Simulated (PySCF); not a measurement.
## Gas-phase thermal properties of AlF2

Method: PySCF energies (xtb for GFN2) plus ideal-gas RRHO corrections (1 bar). The comparison is the NASA 1993 polynomial table, which mixes measured and estimated data. 6-31G* has spherical d functions here. Open shells (unrestricted): AlF2 (multiplicity 2). GFN2 has no spin-polarisation term. B3LYP is the form with VWN-RPA correlation. The harmonic model lacks anharmonicity and excited electronic states, which grow with temperature; levels with a mode under 35 cm⁻¹ are left out. The table's entry may be an old estimate for AlF2 (not checked at source).

```tsv
level	point group	σ	ZPE (kJ/mol)	S°298 (J/mol/K)	Cp298 (J/mol/K)	S°1000 (J/mol/K)	H1000 − H298 (kJ/mol)
table	-	-	-	264.2	45.9	327.4	37.3
B3LYP/6-31G*	C2v	2	11.5	265.3	45.6	328.1	37.2
GFN2-xTB	C2v	2	9.4	270.4	48.0	334.9	38.0
HF/6-31G*	C2v	2	12.3	263.9	44.8	326.0	36.8
PBE/def2-SVP	C2v	2	11.1	266.3	46.1	329.5	37.3
PBE0/def2-TZVP	C2v	2	11.3	265.4	45.9	328.4	37.3
```
σ: rotational symmetry number. Electronic degeneracy used: 2. Frequencies are unscaled.
